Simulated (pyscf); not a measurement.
PySCF, gas phase, ωB97X-D3(BJ)/def2-SVP geometries.

Question: How much does it cost (ΔH, 298 K, ωB97M-D3(BJ)/def2-TZVP) to split HO–ZrH(OH)–F at its H–Zr bond into [HO–Zr(OH)–F]• + H•?

Answer: H–Zr to [HO–Zr(OH)–F]• + H•: 311.8 kJ/mol. The 7 functionals that were run give +288.7 (M06-2X) to +318.9 kJ/mol (ωB97X-D3(BJ)). The radicals are drawn with the spin at the cut bond; how far it spreads was not checked. Other isomers of [HO–Zr(OH)–F]• were not searched in full and may lie lower. Open-shell species with a d-block atom are single-reference here; other states, and whether the spin sits on metal or ligand, were not checked. Elements past Kr carry the def2 core potentials, without spin-orbit coupling.
